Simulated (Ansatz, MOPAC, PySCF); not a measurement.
Molecule: methanedithione, CS2, net charge 0, singlet state. SMILES: C(=S)=S
Geometry: optimised at B3LYP-D3(BJ)/def2-TZVP (Ansatz, a program for electronic structure).

Unscaled harmonic wavenumbers (cm⁻¹) in rising order, each level at the stationary point that it reaches from this structure (no distance between atoms moves by over 0.3 Å); the order of modes can differ between levels, and a negative number is imaginary. B3LYP-D3(BJ)/def2-TZVP (PySCF, at the structure above): 407, 407, 678, 1560.

AM1 (MOPAC): 481, 481, 680, 1367. Zero-point energy 4.3 against 4.4 kcal/mol; where all levels lie over 400 cm⁻¹, the wavenumbers are on average 0.939 times those of B3LYP-D3(BJ)/def2-TZVP.

PM6 (MOPAC): 360, 360, 649, 1362. Zero-point energy 3.9 against 4.4 kcal/mol; where all levels lie over 400 cm⁻¹, the wavenumbers are on average 0.915 times those of B3LYP-D3(BJ)/def2-TZVP.

HF/3-21G (Ansatz): 433, 433, 652, 1503. Zero-point energy 4.3 against 4.4 kcal/mol; where all levels lie over 400 cm⁻¹, the wavenumbers are on average 0.962 times those of B3LYP-D3(BJ)/def2-TZVP.

B3LYP/6-31G* (Ansatz): 404, 404, 673, 1558. Zero-point energy 4.3 against 4.4 kcal/mol; where all levels lie over 400 cm⁻¹, the wavenumbers are on average 0.996 times those of B3LYP-D3(BJ)/def2-TZVP.
